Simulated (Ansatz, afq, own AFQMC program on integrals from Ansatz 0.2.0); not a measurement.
AFQMC, coupled cluster and functionals along a coordinate of BH3 + GeH3, doublet

| atom | x (Å) | y (Å) | z (Å) |
| --- | --- | --- | --- |
| B | -2.6113 | 0.0000 | 0.0000 |
| H | -3.2080 | 1.0336 | 0.0000 |
| H | -3.2080 | -1.0336 | 0.0000 |
| H | -1.4178 | 0.0000 | 0.0000 |
| Ge | 0.4587 | 0.0000 | 0.0000 |
| H | 0.9274 | -1.4659 | 0.0000 |
| H | 0.9274 | 0.7330 | -1.2695 |
| H | 0.9274 | 0.7330 | 1.2695 |

A hydrogen atom is moved from one rigid fragment to the other; the B1–H4 distance tells how far. The two fragments are held close together, so this isn't a minimum-energy path and the start is a compressed complex. Energies in kcal/mol count from this geometry (1.194 Å) at the same level; the start stands on UHF, each point on the determinant named.

Basis cc-pVDZ. Noble-gas cores (and the filled d shells of Ga–Kr and In–Xe) are frozen. AFQMC by an in-house program on the Cholesky factors that Ansatz 0.2.0 writes for its CCSD(T) run. The CISD trial takes its coefficients from CCSD amplitudes. Released means that phaseless walkers are propagated on without the constraint, phases kept. ± is one standard error of the sampling. No spin–orbit coupling.

Cautions, each for one point or more: inner d shell frozen; no relativity below Rb; no spin-orbit coupling.

```tsv
r(B1–H4) / Å	det.	T1	weight	⟨S²⟩	MP2	wB97M-V	CCSD(T)
1.292	UHF	0.011	0.88	0.76	2.7	2.4	2.4
1.342	UHF	0.011	0.87	0.77	4.9	4.6	4.5
1.391	UHF	0.012	0.87	0.77	7.4	7.0	6.8
1.441	UHF	0.012	0.87	0.77	10.0	9.6	9.3
1.540	UHF†	0.012	0.87	0.77	13.9	–	13.4
```

Problem. Estimate the curve of CCSDT(Q), counted from the same start.

Solution. 
| r(B1–H4) / Å | det. | T1 | weight | ⟨S²⟩ | CCSDT(Q) | ph-AFQMC/CISD |
| --- | --- | --- | --- | --- | --- | --- |
| 1.292 | UHF | 0.011 | 0.88 | 0.76 | 2.3 | 2.3 ± 0.08 |
| 1.342 | UHF | 0.011 | 0.87 | 0.77 | 4.5 | 4.5 ± 0.1 |
| 1.391 | UHF | 0.012 | 0.87 | 0.77 | 6.8 | 6.8 ± 0.08 |
| 1.441 | UHF | 0.012 | 0.87 | 0.77 | 9.2 | 9.3 ± 0.08 |
| 1.540 | UHF† | 0.012 | 0.87 | 0.77 | 13.3 | 13.4 ± 0.09 |

Weight is that of the determinant in the CISD state; at the start T1 is 0.010 and the weight 0.88, and ⟨S²⟩ is 0.76. A dagger marks points whose determinant fills other symmetries than the start's, so the wave-function levels may follow another state there, or a degenerate partner. A dash marks a missing value, a released energy that hasn't settled or a functional that sits on another state. Largest departures from CCSDT(Q), at the points where its series has closed: CCSD(T) 0.1 kcal/mol at 1.540 (on UHF), ph-AFQMC/CISD 0.1 kcal/mol at 1.540 (on UHF) (within the noise), MP2 0.7 kcal/mol at 1.441 (on UHF), wB97M-V 0.3 kcal/mol at 1.441. Functionals count only at points shown to share the start's state and spin. In this small basis the wave-function levels are far from their limit, so their gap to the functionals isn't the functionals' error.

CCSDT and higher add their correlation energy to the determinant of the CCSD(T) run, since their own runs factorise the integrals more tightly (a shift of under 2 meV). A walk keeps the symmetry of its determinant, which the program's search chose and which needn't be the lowest solution, so a lower state of the same spin and another symmetry isn't excluded.
